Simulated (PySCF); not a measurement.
Two species compared at the same levels of theory.

First species: malonic acid, C₃H₄O₄.
Geometry (PBE0-D3(BJ)/def2-SVP, Å), atoms numbered from 1 in this order:
```
atom  x, y, z in Å
O1    -1.407    1.255    0.463
C2    -1.229    0.217   -0.111
O3    -2.223   -0.575   -0.527
C4     0.120   -0.334   -0.501
C5     1.164   -0.036    0.547
O6     1.060   -0.316    1.708
O7     2.245    0.551    0.023
H8    -3.050   -0.134   -0.277
H9     0.405    0.107   -1.467
H10    0.054   -1.423   -0.633
H11    2.867    0.688    0.756
```

Second species: C3H10OSi2.
Bonds: C1–O2, O2–Si3, Si3–C4, C4–Si5, Si5–C6, Si3–C6. Hydrogens: H7, H8, H9 on C1; H10 on Si3; H11, H12 on C4; H13, H14 on Si5; H15, H16 on C6.

Levels: CAM-B3LYP/def2-SVPD for dipole moment, HOMO energy, LUMO energy, HOMO–LUMO gap, static isotropic polarisability and electronic spatial extent ⟨r²⟩ about the centre of nuclear charge; TDDFT CAM-B3LYP/def2-SVPD for lowest singlet excitation; TDA CAM-B3LYP/def2-SVPD for lowest triplet excitation (Tamm–Dancoff); ΔSCF CAM-B3LYP/def2-SVPD for vertical ionisation energy; PBE0-D3(BJ)/def2-SVP for rotational constant A and rotational constant C. Geometries: PBE0-D3(BJ)/def2-SVP. Each species is one conformer at its optimised geometry, gas phase, non-relativistic unless stated; the electronic structure was computed with PySCF and density fitting.

The conformers computed, where there is a choice (atom-mapped SMILES and torsion angles):
- `[O:1]=[C:2]([OH:3])[CH2:4][C:5](=[O:6])[OH:7]`: O1–C2–C4–C5 37°, C2–C4–C5–O6 54°, H–O3–C2–O1 0°, H–O7–C5–C4 -179°
- `[CH3:1][O:2][SiH:3]1[CH2:4][SiH2:5][CH2:6]1`: C1–O2–Si3–C4 -52°

Values for the first species:

- Dipole moment: 2.55 D
- HOMO energy: -10.06 eV
- LUMO energy: 0.69 eV
- HOMO–LUMO gap: 10.75 eV
- Lowest singlet excitation: 5.88 eV
- Lowest triplet excitation (Tamm–Dancoff): 5.39 eV
- Static isotropic polarisability: 50.3 au
- Vertical ionisation energy: 11.00 eV
- Electronic spatial extent ⟨r²⟩ about the centre of nuclear charge: 774 bohr²
- Rotational constant A: 5.809 GHz
- Rotational constant C: 1.567 GHz

Question: Estimate the same properties for the second species, and the change in each.

Answer: 
| property | first | second | second less first |
| --- | --- | --- | --- |
| dipole moment | 2.55 D | 0.89 D | -1.66 D |
| HOMO energy | -10.06 eV | -8.97 eV | +1.09 eV |
| LUMO energy | 0.69 eV | 1.08 eV | +0.39 eV |
| HOMO–LUMO gap | 10.75 eV | 10.05 eV | -0.70 eV |
| lowest singlet excitation | 5.88 eV | 6.85 eV | +0.97 eV |
| lowest triplet excitation (Tamm–Dancoff) | 5.39 eV | 6.54 eV | +1.15 eV |
| static isotropic polarisability | 50.3 au | 88.6 au | +38.3 au |
| vertical ionisation energy | 11.00 eV | 9.69 eV | -1.31 eV |
| electronic spatial extent ⟨r²⟩ about the centre of nuclear charge | 774 bohr² | 930 bohr² | +156 bohr² |
| rotational constant A | 5.809 GHz | 3.681 GHz | -2.128 GHz |
| rotational constant C | 1.567 GHz | 1.575 GHz | +0.008 GHz |

On the first: The ΔSCF ionisation energy exceeds −ε(HOMO) by 0.94 eV with CAM-B3LYP. The 10 singlets span 5.88 to 8.70 eV, and their oscillator strengths add up to 0.37.

On the second: The ΔSCF ionisation energy exceeds −ε(HOMO) by 0.72 eV with CAM-B3LYP. No computed singlet falls in the visible range (750 to 380 nm, 1.65 to 3.26 eV); S1 lies 3.59 eV above its blue end.
